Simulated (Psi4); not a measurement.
**singlet Si2H4Cl− at 3 levels**

Aim: a comparison of 3 runs (BLYP/aug-cc-pVDZ, TPSS/aug-cc-pVDZ, revPBE/aug-cc-pVDZ) of singlet Si2H4Cl−. 

The results are computed with Psi4 1.11.

1 further run of the same task is left out (set aside as unsound or not needed).

### 1 The molecule

The species is Si2H4Cl− (7 atoms), meant as a singlet with charge -1. SMILES of the parent species: `[SiH2][SiH2]Cl`. The coordinates come from a PBE0-D4/def2-TZVP relaxation. This is one conformer, not always the lowest. That shape belongs to the parent species and isn't relaxed for this state.

Bond lengths: Si1–Si2 2.324 Å, Si2–Cl3 2.062 Å, Si1–H4 1.487 Å, Si1–H5 1.489 Å, Si2–H6 1.484 Å, Si2–H7 1.486 Å. Angles: Si1–Si2–Cl3 108.2°, Si1–Si2–H6 110.2°, Si1–Si2–H7 113.9°, Cl3–Si2–H6 108.4°, Cl3–Si2–H7 107.1°, Si2–Si1–H4 113.9°, Si2–Si1–H5 113.5°, H6–Si2–H7 108.9°, H4–Si1–H5 110.7°.

### 2 The energy at BLYP/aug-cc-pVDZ (run 1)

Contents of input.dat:

```
memory 1.6 GB

molecule m {
  -1 1
  Si
  Si 1 2.323836
  Cl 2 2.062169 1 108.19449
  H 1 1.487152 2 113.92807 3 -58.91157
  H 1 1.488943 4 110.68864 2 129.38368
  H 2 1.484083 3 108.39122 1 119.45186
  H 2 1.48611 6 108.91163 3 -116.14644
  symmetry c1
  no_reorient
  no_com
}

set puream true
set e_convergence 1e-09
set d_convergence 1e-08
set scf_type pk
set dft_radial_points 99
set dft_spherical_points 590

energy_value, wavefunction = energy('blyp/aug-cc-pVDZ', return_wfn=True)
oeprop(wavefunction, 'LOWDIN_CHARGES', 'DIPOLE', 'MAYER_INDICES', title='BLYP')
print_variables()
```

The run is started by

```
$ psi4 -n 1 input.dat output.dat
```

output.dat:

```text
[...]
  Running in c1 symmetry.
[...]
  Nuclear repulsion =  181.627489336329177
[...]
  Multiplicity = 1
[...]
  Nalpha       = 25
  Nbeta        = 25
[...]
    Number of basis functions: 117
[...]
   @RKS iter   1: -1041.33830492241532   -9.46415e-02   4.48430e-03 DIIS/ADIIS
[...]
   @RKS iter  13: -1041.60783173989239   -1.22782e-11   8.28824e-09 DIIS
[...]
    Orbital Energies [Eh]
    ---------------------
    Doubly Occupied:
       1A   -100.591892     2A    -65.364172     3A    -65.276065
       4A     -9.023627     5A     -6.853173     6A     -6.846894
       7A     -6.846638     8A     -4.927344     9A     -4.844186
      10A     -3.349493    11A     -3.345350    12A     -3.344381
      13A     -3.264165    14A     -3.263801    15A     -3.261027
      16A     -0.600856    17A     -0.330048    18A     -0.255718
      19A     -0.195528    20A     -0.179408    21A     -0.152052
      22A     -0.123012    23A     -0.118091    24A     -0.078051
      25A      0.039908
[...]
  @RKS Final Energy: -1041.60783173989239
   => Energetics <=
    Nuclear Repulsion Energy =            181.6274893363291767
    One-Electron Energy =               -1810.5967051317056757
    Two-Electron Energy =                 659.0479768327941201
    DFT Exchange-Correlation Energy =     -71.6865927773101532
    Empirical Dispersion Energy =           0.0000000000000000
    VV10 Nonlocal Energy =                  0.0000000000000000
    Total Energy =                      -1041.6078317398923900
[...]
 Multipole Moments:
 ------------------------------------------------------------------------------------
     Multipole            Electronic (a.u.)      Nuclear  (a.u.)        Total (a.u.)
 ------------------------------------------------------------------------------------
 L = 1.  Multiply by 2.5417464519 to convert [e a0] to [Debye]
 Dipole X            :         -0.6687716            0.8740137            0.2052421
 Dipole Y            :         -6.1815746            5.6578627           -0.5237119
 Dipole Z            :          5.6532012           -3.6423652            2.0108360
 Magnitude           :                                                    2.0880278
[...]
```

It took 30 s on 1 thread of Intel Xeon 6975P-C (Granite Rapids), shared host; peak memory 0.78 GiB.

### 3 Energy and forces at TPSS/aug-cc-pVDZ (run 2)

Contents of calc.inp:

```
memory 1600 MB

molecule {
  -1 1
  Si
  Si 1 r2
  Cl 2 r3 1 a3
  H 1 r4 2 a4 3 d4
  H 1 r5 4 a5 2 d5
  H 2 r6 3 a6 1 d6
  H 2 r7 6 a7 3 d7

  r2 = 2.323836
  r3 = 2.062169
  a3 = 108.19449
  r4 = 1.487152
  a4 = 113.92807
  d4 = -58.91157
  r5 = 1.488943
  a5 = 110.68864
  d5 = 129.38368
  r6 = 1.484083
  a6 = 108.39122
  d6 = 119.45186
  r7 = 1.48611
  a7 = 108.91163
  d7 = -116.14644
  units angstrom
  symmetry c1
}

set {
  basis aug-cc-pVDZ
  puream true
  e_convergence 1e-09
  d_convergence 1e-08
  scf_type pk
  dft_radial_points 99
  dft_spherical_points 590
}

e, wfn = gradient("tpss", return_wfn=True)
oeprop(wfn, "WIBERG_LOWDIN_INDICES", "LOWDIN_CHARGES", "DIPOLE")
```

The run is started by

```
$ psi4 calc.inp calc.out -n 1
```

calc.out, shortened:

```text
[...]
  Running in c1 symmetry.
[...]
  Nuclear repulsion =  181.627489336329205
[...]
  Multiplicity = 1
[...]
  Nalpha       = 25
  Nbeta        = 25
[...]
    Number of basis functions: 117
[...]
   @RKS iter   1: -1041.49648766028940   -1.76752e-01   4.01342e-03 ADIIS/DIIS
[...]
   @RKS iter  13: -1041.70972818933456   -8.18545e-12   5.52257e-09 DIIS
[...]
  @RKS Final Energy: -1041.70972818933456
   => Energetics <=
    Nuclear Repulsion Energy =            181.6274893363292051
    One-Electron Energy =               -1810.8630557506739933
    Two-Electron Energy =                 659.3436691109808407
    DFT Exchange-Correlation Energy =     -71.8178308859707357
    Empirical Dispersion Energy =           0.0000000000000000
    VV10 Nonlocal Energy =                  0.0000000000000000
    Total Energy =                      -1041.7097281893345553
[...]
  -Total Gradient:
     Atom            X                  Y                   Z
    ------   -----------------  -----------------  -----------------
       1        0.031323153447     0.019443009161     0.002243859158
       2       -0.010087968224    -0.030824767544     0.037827784162
       3       -0.000797254445     0.026663554637    -0.013891590993
       4       -0.013851715053    -0.002771272759    -0.001242602862
       5       -0.006409388029    -0.010803499897    -0.001240321390
       6        0.003933817363    -0.002482750765    -0.006161913854
       7       -0.004113756670     0.000778177887    -0.017529817300
[...]
 Multipole Moments:
 ------------------------------------------------------------------------------------
     Multipole            Electronic (a.u.)      Nuclear  (a.u.)        Total (a.u.)
 ------------------------------------------------------------------------------------
 L = 1.  Multiply by 2.5417464519 to convert [e a0] to [Debye]
 Dipole X            :         -0.6251168            0.8740137            0.2488968
 Dipole Y            :         -6.1493865            5.6578627           -0.4915237
 Dipole Z            :          5.6797540           -3.6423652            2.0373888
 Magnitude           :                                                    2.1105683
[...]
```

Run time: 83 s. Hardware: 1 thread of Intel Xeon 6975P-C (Granite Rapids), shared host; peak memory 0.8 GiB.

### 4 Energy and forces at revPBE/aug-cc-pVDZ (run 3)

Contents of run.py:

```python
import psi4

psi4.set_memory(1600000000)
psi4.set_num_threads(1)
psi4.set_output_file('psi4.out', False)

molecule = psi4.geometry("""
-1 1
Si    -2.46533670     0.37246502    -0.92615477
Si     1.46699439    -0.14664275     0.95846909
Cl     1.68884824    -3.78833396     2.32776464
H     -2.96441337    -1.41805048    -3.03395529
H     -2.98746803     3.01921543    -1.72550892
H      1.74856358     1.62724317     3.11237893
H      3.62865210     0.20560220    -0.79935415
units bohr
symmetry c1
no_reorient
no_com
""")

options = {'puream': True, 'e_convergence': 1e-09, 'd_convergence': 1e-08, 'scf_type': 'pk', 'dft_radial_points': 99, 'dft_spherical_points': 590}
psi4.set_options(options)

e_tot = psi4.gradient('revpbe/aug-cc-pVDZ')
print('gradient / Eh bohr^-1')
print(e_tot.np.round(6))
for k, v in sorted(psi4.core.scalar_variables().items()):
    print(f'{k:45s} {v:18.10f}')
```

The run is started by

```
$ python run.py
```

psi4.out, shortened:

```text
[...]
  Running in c1 symmetry.
[...]
  Nuclear repulsion =  181.627483204067971
[...]
  Multiplicity = 1
[...]
  Nalpha       = 25
  Nbeta        = 25
[...]
    Number of basis functions: 117
[...]
   @RKS iter   1: -1041.19032695914893   -1.20724e-01   4.22888e-03 ADIIS/DIIS
[...]
   @RKS iter  13: -1041.43039084462885   -1.11413e-11   7.91176e-09 DIIS
[...]
  @RKS Final Energy: -1041.43039084462885
   => Energetics <=
    Nuclear Repulsion Energy =            181.6274832040679712
    One-Electron Energy =               -1810.8160977638174245
    Two-Electron Energy =                 659.2752527955766482
    DFT Exchange-Correlation Energy =     -71.5170290804558988
    Empirical Dispersion Energy =           0.0000000000000000
    VV10 Nonlocal Energy =                  0.0000000000000000
    Total Energy =                      -1041.4303908446288460
[...]
 Multipole Moments:
 ------------------------------------------------------------------------------------
     Multipole            Electronic (a.u.)      Nuclear  (a.u.)        Total (a.u.)
 ------------------------------------------------------------------------------------
 L = 1.  Multiply by 2.5417464519 to convert [e a0] to [Debye]
 Dipole X            :        -12.7271787           14.1589620            1.4317833
 Dipole Y            :         58.3060175          -57.8061552            0.4998623
 Dipole Z            :        -37.6319412           37.5779599           -0.0539812
 Magnitude           :                                                    1.5174912
[...]
  -Total Gradient:
     Atom            X                  Y                   Z
    ------   -----------------  -----------------  -----------------
       1        0.018159151659     0.008934121082    -0.032877408852
       2        0.024254154234    -0.028722818653     0.031502097289
       3       -0.006595382975     0.030162620785    -0.012520535526
       4       -0.005951469874     0.004718245950     0.015227174236
       5       -0.004869303772    -0.012120938185     0.008249503654
       6       -0.004825035964    -0.006228816900    -0.009073030687
       7       -0.020172050019     0.003259581266    -0.000503868484
[...]
```

The script printed:

```text
gradient / Eh bohr^-1
[[ 0.018159  0.008934 -0.032877]
 [ 0.024254 -0.028723  0.031502]
 [-0.006595  0.030163 -0.012521]
 [-0.005951  0.004718  0.015227]
 [-0.004869 -0.012121  0.00825 ]
 [-0.004825 -0.006229 -0.009073]
 [-0.020172  0.00326  -0.000504]]
CURRENT ENERGY                                  -1041.4303908446
CURRENT REFERENCE ENERGY                        -1041.4303908446
DD SOLVATION ENERGY                                 0.0000000000
DFT FUNCTIONAL TOTAL ENERGY                     -1041.4303908446
DFT TOTAL ENERGY                                -1041.4303908446
DFT VV10 ENERGY                                     0.0000000000
DFT XC ENERGY                                     -71.5170290805
GRID ELECTRONS ALPHA                               25.0000046432
GRID ELECTRONS BETA                                25.0000046432
GRID ELECTRONS TOTAL                               50.0000092863
NUCLEAR REPULSION ENERGY                          181.6274832041
ONE-ELECTRON ENERGY                             -1810.8160977638
PCM POLARIZATION ENERGY                             0.0000000000
PE ENERGY                                           0.0000000000
SCF ITERATION ENERGY                            -1041.4303908446
SCF ITERATIONS                                     13.0000000000
SCF TOTAL ENERGY                                -1041.4303908446
TWO-ELECTRON ENERGY                               659.2752527956
XC GRID RADIAL POINTS                              99.0000000000
XC GRID SPHERICAL POINTS                          590.0000000000
XC GRID TOTAL POINTS                           394098.0000000000
```

It took 59 s on 1 thread of Intel Xeon 6975P-C (Granite Rapids), shared host; peak memory 0.78 GiB.

### 5 All runs side by side

| run | level | task | properties | energy (Eh) | HOMO energy (eV) | LUMO energy (eV) | HOMO–LUMO gap (eV) | wall time |
| --- | --- | --- | --- | --- | --- | --- | --- | --- |
| 1 | BLYP/aug-cc-pVDZ | energy | (lowdin, dipole, mayer) | -1041.607832 | 1.09 | 2.65 | 1.56 | 30 s |
| 2 | TPSS/aug-cc-pVDZ | gradient | (wiberg, lowdin, dipole) | -1041.709728 | 0.96 | 2.75 | 1.78 | 83 s |
| 3 | revPBE/aug-cc-pVDZ | gradient | – | -1041.430391 | 1.00 | 2.58 | 1.58 | 59 s |

### 6 What came out

| quantity | value |
| --- | --- |
| run 3: total energy | -1041.43039 Eh |
| run 3: HOMO energy | 1.00 eV |
| run 3: LUMO energy | 2.58 eV |
| run 3: HOMO–LUMO gap (to an unbound level, set by the basis) | 1.58 eV |
| run 3: largest force on an atom | 2.522 eV/Å |

In words: The HOMO–LUMO gap runs from 1.56 eV (BLYP/aug-cc-pVDZ) to 1.78 eV (TPSS/aug-cc-pVDZ). The empty levels of an anion lie above zero and hang on the basis. Totals of different functionals can't be ranked against each other. In runs 1, 2, 3 the HOMO lies above zero, so the outermost electron may be held by the basis alone. All runs together took 2.9 min, the longest 83 s.
